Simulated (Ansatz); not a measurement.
Molecule: C3H6Cl, charge 0, multiplicity 2. It need not be the lowest isomer of its formula. 
Geometry from a B3LYP-D3(BJ)/def2-TZVP (Ansatz, a first-principles code) optimisation:
SMILES: C[CH]CCl
```xyz
10

C      0.8375     0.0948    -0.9645
C      2.0632    -0.1483    -0.1666
C     -0.3076     0.7979    -0.4131
H      0.6934    -0.4640    -1.8815
H      1.9495    -1.0454     0.4586
Cl    -1.3141    -0.3565     0.6987
H      2.9338    -0.3133    -0.8035
H      2.2746     0.6823     0.5111
H     -0.0420     1.6109     0.2571
H     -1.0281     1.1238    -1.1554
```
Charge 0, spin multiplicity 2.

Parts of the frozen-core correlation energy in aug-cc-pV(D+d)Z (Ansatz, hartree). Frozen orbitals: 8; correlated occupied orbitals by spin: 13 and 12; virtual: 134 and 135. UHF or UKS for open shells. No spin-orbit coupling. Non-relativistic.

| term | value |
|---|---|
| reference (HF) | -576.57837 |
| MP2 opposite-spin | … |
| MP2 same-spin | -0.13791 |
| CCSD correlation | … |
| (T) | … |
| T1 diagnostic | 0.013 |
| largest doubles amplitude | 0.012 |
| <S^2> of the reference | 0.772 |

**Question.** Complete the blanks.

**Answer.** 
- MP2 opposite-spin, value: -0.43107
- CCSD correlation, value: -0.62574
- (T), value: -0.02091
